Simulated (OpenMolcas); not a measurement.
# SiH3 (silyl radical): methods side by side

SiH3 has 4 atoms, charge 0, and is taken as a doublet. As SMILES, `[SiH3]`. Geometry: relaxed at GFN2-xTB.

```tsv
atom	x (Å)	y (Å)	z (Å)
Si	0.2066	-0.0189	-0.1151
H	0.5871	0.6618	1.1056
H	-0.1950	-1.4016	0.0434
H	-0.5987	0.7587	-1.0339
```

Quantity: the energy change with the Si1–H3 bond stretched from 1.449 to 2.897 Å, in eV. The values are calculated.

| level | kind | program | value (eV) | less FCI/3-21G | CPU time (all runs) |
| --- | --- | --- | --- | --- | --- |
| UHF/3-21G | Hartree–Fock | OpenMolcas | 2.63 | -0.16 | 3.6 s |
| USVWN5/3-21G | LDA | OpenMolcas | 3.30 | +0.51 | 8.9 s |
| UPBE/3-21G | GGA | OpenMolcas | 3.20 | +0.41 | 12 s |
| U-r2SCAN/3-21G | meta-GGA | OpenMolcas | 3.22 | +0.43 | 16 s |
| UM06-2X/3-21G | hybrid meta-GGA | OpenMolcas | 3.34 | +0.55 | 16 s |
| CASSCF(7,7)/3-21G | multireference | OpenMolcas | 2.72 | -0.07 | 3.6 s |
| MRCI(7,7)/3-21G | multireference | OpenMolcas | 2.79 | 0.00 | 12 s |
| FCI/3-21G | exact in the basis | OpenMolcas | 2.79 | 0.00 | 26 s |

FCI/3-21G is exact within its basis and frozen core, so for wave-function methods in that basis the difference is their error; functionals converge differently with the basis, so for them it is only a difference. The first shape isn't each level's own minimum. The values span 2.63 to 3.34 eV. Spin contamination of the reference (⟨S²⟩ at least 0.1 too high) touches UHF/3-21G, USVWN5/3-21G, UPBE/3-21G, U-r2SCAN/3-21G, UM06-2X/3-21G. All rows use very small basis sets, so even the best lies far from the true value. CPU times are rough (shared hosts, several kinds of processor): they show what a rung costs within a factor of a few.
